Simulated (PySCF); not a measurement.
## C5H8S: core ionisation energies

Compound: C5H8S.
Numbering: `[S:1]=[C:2]1[CH2:3][CH2:4][CH2:5][CH2:6]1`

Cartesian coordinates in Å at the PBE0-D3(BJ)/def2-SVP level; atoms count from 1:
```
atom  x, y, z in Å
S1     0.161    2.937   -0.072
C2     0.072    1.319   -0.037
C3     1.234    0.361   -0.148
C4     0.674   -1.000    0.267
C5    -0.779   -0.936   -0.209
C6    -1.187    0.501    0.117
H7     1.533    0.345   -1.212
H8     2.111    0.713    0.414
H9     0.704   -1.098    1.365
H10    1.236   -1.848   -0.152
H11   -0.822   -1.100   -1.299
H12   -1.428   -1.690    0.261
H13   -2.018    0.911   -0.474
H14   -1.491    0.583    1.178
```

Computed, not measured: delta-SCF UKS SCAN, pcX-2 on the ionised atom, pcseg-1 elsewhere, spin-free X2C in PySCF 2.14.0. Each binding energy is the total energy of the core-ionised species, with the hole localised on one atom, minus that of the ground state; both are solved self-consistently, so orbital relaxation is included.

What binding energy does each computed site have?

| atom(s) | bonded to | level | binding energy (eV) | above the level's lowest (eV) | count |
| --- | --- | --- | --- | --- | --- |
| S1 | C (double bond) | S 1s | 2476.04 | 0.00 | 1 |
| C3/C6 | 2 C and 2 H | C 1s | 290.90 | +0.03 | 2 |
| C4/C5 | 2 C and 2 H | C 1s | 290.87 | 0.00 | 2 |

The 2 C 1s values lie within 0.03 eV of each other; Gaussian lines of 0.5 eV full width would blend them into one maximum.

What is the longest wavelength that can ionise C 1s of C3/C6 vertically?

λ = hc/E = 12398.42 eV Å / 290.90 eV = 42.621 Å.

Atoms equivalent by their bonding share one computed value, that of the first of them. The list is incomplete; no value stands for C 1s of C2 (hole states with ⟨S²⟩ of 1 or more are left out). Isolated species at its PBE0-D3(BJ)/def2-SVP geometry (one conformer only).
